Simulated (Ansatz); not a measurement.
Born–Oppenheimer molecular dynamics of BH6N2 (9 atoms, charge 0, multiplicity 2). It starts at the highest image of a converged band, a first-order saddle point between two minima.

All numbers below come from UKS CAM-B3LYP/def2-SVP in Ansatz 0.2.0.

* ensemble: NVE (velocity Verlet)
* time step: 0.5 fs
* steps asked: 200
* starting velocities drawn for: 100 K
* seed: 4946

First frame:

```xyz
9
Properties=species:S:1:pos:R:3
B 0.003 -0.011 -0.167
H 0.015 -0.435 1.443
N 1.253 0.083 -0.787
H 2.115 -0.095 -0.290
H 1.391 0.332 -1.761
N -1.262 0.205 -0.725
H -2.111 0.111 -0.185
H -1.423 0.468 -1.692
H 0.020 -0.657 2.293
```

Task: How far do the bonds stretch over the last three quarters of this one trajectory? (Pairs bonded in most of those frames.)

Result: 
```
 bond  mean (Å)  spread (Å)  shortest  longest
B1–N3     1.399       0.004      1.39     1.41
B1–N6     1.400       0.003      1.39     1.41
H2–H9     0.766       0.005      0.76     0.78
N3–H4     1.010       0.008      1.00     1.02
N3–H5     1.017       0.004      1.01     1.02
N6–H7     1.011       0.017      0.99     1.04
N6–H8     1.017       0.008      1.00     1.03
```

Mean temperature of the second half: 253 K. The conserved energy stayed within 0.076 meV per atom of its start (net change 0.054 meV per atom), so the integration is sound. The kinetic energy rose, since the run started high on the potential surface and went downhill. It ends in pieces (BH4N2 + H2), so much of that is their flight and rotation, not heat. A run of 0.1 ps of so small a system gives no equilibrium averages.

Run time: 3.5 min on 4 threads of Intel(R) Xeon(R) Platinum 8259CL CPU @ 2.50GHz (Skylake/Cascade Lake), on a shared host, peak memory 0.2 GiB.
